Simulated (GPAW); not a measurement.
# SiH2S2 (SMILES [SiH2]1SS1) at PBE/real-space grid (scalar-relativistic datasets)

Aim: the charge distribution of SiH2S2. Input form: an ASE script.

Program for the calculation: GPAW 26.7.0.

2 further runs of the same task are left out: 2 set aside as unsound or not needed.

### 1 The structure to begin with

SiH2S2 has 5 atoms, charge 0, and is taken as a singlet. SMILES: `[SiH2]1SS1`. The coordinates come from a GFN2-xTB relaxation.

Bond lengths: Si1–S2 2.126 Å, Si1–S3 2.126 Å, S2–S3 2.130 Å, Si1–H4 1.444 Å, Si1–H5 1.444 Å. Angles: Si1–S2–S3 59.9°, S2–Si1–S3 60.1°, Si1–S3–S2 59.9°, S2–Si1–H4 114.8°, S2–Si1–H5 114.9°, S3–Si1–H4 114.8°, S3–Si1–H5 114.8°, H4–Si1–H5 122.0°.

### 2 The charge distribution at PBE/real-space grid (scalar-relativistic datasets)

gs.xyz reads:

```xyz
5

Si    -0.288540     0.264830    -0.233730
S      1.701500    -0.289310     0.270630
S      0.053120    -1.316600     1.146110
H     -0.721820    -0.158060    -1.544480
H     -0.744260     1.499150     0.361470
```

sp.py reads:

```python
import numpy as np
from ase.io import read
from ase.units import Debye
from gpaw import GPAW

molecule = read("gs.xyz")
molecule.center(vacuum=4.5)

calculator = GPAW(mode="fd", h=0.18, xc="PBE", maxiter=150, txt="-")
molecule.calc = calculator

energy = molecule.get_potential_energy()
print(f"Energy: {energy:.5f} eV")
forces = molecule.get_forces()
print("Forces (eV/Ang)")
for symbol, f in zip(molecule.symbols, forces):
    print(f'{symbol:2} {f[0]:9.4f} {f[1]:9.4f} {f[2]:9.4f}')
dipole = molecule.get_dipole_moment() / Debye
print(f"Dipole                  {np.linalg.norm(dipole):.3f} D")
homo, lumo = calculator.get_homo_lumo()
print(f"HOMO                    {homo:.3f} eV")
print(f"LUMO: {lumo:.3f} eV")
print(f"Gap                     {lumo - homo:.3f} eV")
```

On the command line:

```bash
$ python3 sp.py
```

What it wrote:

```text
[...]
Number of symmetries: 1
[...]
  Number of IBZ points: 1
[...]
Spin-components: 1 (collinear spins)
Bands:           14
[...]
  Valence electrons: 18.0
[...]
  Grid points: [64 64 64]
  Charge: 0.0  # |e|
[...]
    cutoffs:
[...]
occupation numbers:
  # Zero width
[...]
xc functional:
  name: PBE with 2 nearest neighbor stencil
[...]
|iter     |     time |      energy | eigst |  dens |
[...]
|iter:   1| 00:00:02 |  -20.749535 | +0.99 |       |
[...]
|iter:  14| 00:00:16 |  -19.960735c| -7.58c| -5.64c|
Converged in 14 steps
[...]
Energy contributions relative to reference atoms: (reference = -29626.564370)
Energy contributions:
  Kinetic:          25.119090
  Coulomb:         -25.649359
  Zero:              0.304393
  External:          0.000000
  Xc:              -19.734858
  Entropy:           0.000000
  Spinorbit:         0.000000
  ----------------------------
  Free energy:     -19.960735
  Extrapolated:    -19.960735
dipole moment: (-0.302050, 0.276070, -0.243853)  # |e|*Ang
Fermi level: -3.858
Eigenvalues  # (at kpt = [0.000, 0.000, 0.000])
| band index |      eig [eV] | occ [0-2] |
|------------|---------------|-----------|
|          0 |       -20.255 |     2.000 |
|          1 |       -15.627 |     2.000 |
|          2 |       -13.428 |     2.000 |
|          3 |       -10.009 |     2.000 |
|          4 |        -9.761 |     2.000 |
|          5 |        -8.830 |     2.000 |
|          6 |        -7.558 |     2.000 |
|          7 |        -7.451 |     2.000 |
|          8 |        -5.187 |     2.000 |
|          9 |        -2.529 |     0.000 |
|         10 |        -1.927 |     0.000 |
|         11 |        -1.013 |     0.000 |
[...]
Gap: 2.658 eV
Transition (v -> c):
[...]
Forces (eV/Ang)
Si    0.8978   -0.8220    0.7307
S     0.3370    0.3165   -0.2718
S    -0.4247   -0.1595    0.1746
H    -0.3931   -0.0031   -0.7467
H    -0.4024    0.7334    0.1011
Dipole                  2.288 D
HOMO                    -5.187 eV
LUMO: -2.529 eV
Gap                     2.658 eV
```

Wall time 16 s (1 thread of Arm Neoverse V2, shared host); peak memory 0.65 GiB.

### 3 What came out

Level: PBE/real-space grid (scalar-relativistic datasets).

| quantity | value |
| --- | --- |
| energy as printed (from the program's reference atoms) | -19.9607 eV |
| dipole moment | 2.29 D |
| HOMO energy | -5.19 eV |
| LUMO energy | -2.53 eV |
| HOMO–LUMO gap | 2.66 eV |
| largest force on an atom | 1.420 eV/Å |

**Reading.** The largest force is 1.42 eV/Å: the shape isn't a stationary point for this species at this level.
